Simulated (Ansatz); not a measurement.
fcc Al

These are LDA (plane waves, PAW; Ansatz, a first-principles code) values and carry that method's errors.

Run with plane-wave cutoff 500 eV, 20×20×1 k mesh (along the axes of the cell as run), Fermi–Dirac smearing 0.1 eV, scalar-relativistic PAW data made under PBE.

Cell: relaxed at this level.

| Quantity | Result |
|---|---|
| surface energy of the (100) face | 1.10 J/m² |
| work function of the (100) face | 4.39 eV |

The slab of 8 atoms is relaxed and unreconstructed.

Computed values are for the static lattice.

It cost about 90 core-seconds (a rough figure) of CPU time.
